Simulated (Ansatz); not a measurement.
```yaml
crystal:
  periodic: [false, false, false]
  atoms:
    - {symbol: O, position_ang: [-1.450995, -0.020920, -0.002131]}
    - {symbol: As, position_ang: [0.324909, -0.012568, 0.000286]}
    - {symbol: H, position_ang: [-1.797832, 0.870443, 0.007307]}
    - {symbol: H, position_ang: [0.371706, 1.975244, 0.022406]}
    - {symbol: H, position_ang: [0.307384, -1.579399, -0.017125]}
basis:
  gaussian: {orbitals: def2-TZVP}
magnetization: {spin_polarized: true, initial_magnetization: 2}
hamiltonian: {xc: pbe0}
relax: {f_tol: 0.004, max_steps: 80}
```

```sh
$ ansatz run in.yaml --threads 1 --pin off --events-out ev --progress --plain --max-ram 2176MiB
```

Steps of the relaxation (energy above the last step; positions in Å, forces in eV/Å):

```
5
step 1, 172.2 meV
O    -1.451   -0.021   -0.002   -0.020   -0.283   -0.003
As    0.325   -0.013    0.000    0.040    0.445    0.005
H    -1.798    0.870    0.007   -0.017    0.340    0.004
H     0.372    1.975    0.022   -0.068   -0.585   -0.007
H     0.307   -1.579   -0.017    0.064    0.082    0.001
```

```
5
step 2, 52.1 meV
O    -1.442    0.025   -0.002   -0.061   -0.357   -0.004
As    0.335    0.022    0.001    0.062    0.965    0.011
H    -1.777    0.926    0.008    0.101    0.116    0.001
H     0.291    1.801    0.020    0.046   -0.425   -0.005
H     0.348   -1.540   -0.017   -0.147   -0.300   -0.004
```

```
5
step 3, 145.5 meV
O    -1.429    0.052   -0.001   -0.237   -0.153   -0.002
As    0.349    0.125    0.002    0.390   -1.605   -0.017
H    -1.782    0.950    0.008    0.077   -0.146   -0.002
H     0.254    1.609    0.018   -0.021    2.025    0.022
H     0.363   -1.504   -0.016   -0.208   -0.122   -0.002
```

```
5
step 4, 53.7 meV
O    -1.434   -0.037   -0.002    0.054    0.853    0.010
As    0.339    0.120    0.002    0.374   -0.547   -0.006
H    -1.727    0.884    0.008   -0.471   -0.164   -0.002
H     0.308    1.764    0.020   -0.223   -0.046   -0.001
H     0.270   -1.497   -0.016    0.266   -0.096   -0.001
```

```
5
step 6, 4.1 meV
O    -1.430    0.017   -0.002    0.220    0.034    0.001
As    0.363    0.079    0.001   -0.331    0.156    0.001
H    -1.771    0.919    0.008    0.034   -0.068   -0.001
H     0.275    1.748    0.020    0.063   -0.146   -0.002
H     0.318   -1.530   -0.017    0.015    0.024    0.000
```

```
5
step 8, 0.0 meV
O    -1.426    0.016   -0.002   -0.030    0.019    0.000
As    0.354    0.090    0.001    0.012    0.006    0.000
H    -1.781    0.912    0.008    0.014   -0.018    0.000
H     0.290    1.738    0.020    0.000   -0.005    0.000
H     0.318   -1.524   -0.016    0.005   -0.003    0.000
```

```
5
step 10, 0.0 meV
O    -1.428    0.016   -0.002    0.002    0.002    0.000
As    0.354    0.090    0.001   -0.001   -0.001    0.000
H    -1.779    0.913    0.008    0.000   -0.001    0.000
H     0.289    1.738    0.020   -0.001    0.000    0.000
H     0.319   -1.525   -0.017    0.000    0.000    0.000
```

Close pairs at the end: O1–H3 0.963 Å, As2–H5 1.615 Å, As2–H4 1.649 Å, O1–As2 1.783 Å.

A stationary point of unrestricted PBE0 after 10 steps, with ⟨S²⟩ = 2.010 against 2.00 for a pure state; no frequencies were run, so it isn't proven a minimum. 43 s on 1 thread of Arm Neoverse V1, shared host.
